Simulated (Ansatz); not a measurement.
The first iterations of a band of C4H10O2 (16 atoms, charge 0, multiplicity 1).

Method: RKS PBE0-D4/def2-SVP in Ansatz.

* movable images: 5
* climbing image: yes
* spring: 5.0 eV/Å²
* optimiser: quadratic models (default)
* start path: through a guess of the saddle point
* force threshold: 0.05 eV/Å
* iteration limit: 48
* end points: relaxed

First end point:

```xyz
16
Properties=species:S:1:pos:R:3
C -1.249 -1.370 1.285
O -0.364 -1.467 0.204
C 0.319 -0.303 -0.080
C 1.316 -0.606 -1.175
O -0.607 0.678 -0.472
C -0.198 1.995 -0.275
H -1.695 -2.362 1.437
H -0.722 -1.074 2.214
H -2.051 -0.638 1.092
H 0.842 0.065 0.838
H 2.018 -1.385 -0.847
H 0.773 -0.964 -2.061
H 1.890 0.292 -1.446
H 0.062 2.195 0.784
H -1.033 2.651 -0.557
H 0.677 2.271 -0.896
```

Last end point:

```xyz
16
Properties=species:S:1:pos:R:3
C -1.323 -1.362 1.215
O -0.436 -1.455 0.135
C 0.306 -0.316 -0.094
C 1.291 -0.617 -1.200
O -0.569 0.728 -0.443
C -0.097 2.012 -0.179
H -1.820 -2.335 1.318
H -0.787 -1.136 2.159
H -2.084 -0.581 1.052
H 0.843 -0.016 0.840
H 1.902 0.266 -1.433
H 1.958 -1.439 -0.905
H 0.733 -0.914 -2.099
H 0.181 2.142 0.886
H -0.904 2.720 -0.416
H 0.784 2.282 -0.794
```

| iteration | highest image above the first end (eV) | largest band force component (eV/Å) |
| --- | --- | --- |
| 1 | 69.311 | 218.153 |
| 2 | 43.120 | 118.067 |
| 3 | 19.459 | 57.437 |
| 4 | 9.805 | 24.292 |
| 5 | 4.235 | 11.292 |

Q: Does the band converge within its limit, and where does its top end?

A: The forces met the threshold. It ended after 15 iterations with the highest image 0.134 eV above the first end. The profile has 2 maxima (images 1, 4) with wells between them (image 3): this band takes more than one step, which may be the mechanism or a detour left from its start path. A vibrational analysis at the climbing image gives one clearly imaginary mode, 228i cm⁻¹: a first-order saddle point.

Run time: 5.6 min on 2 threads of Arm Neoverse V2, on a shared host, peak memory 0.36 GiB.
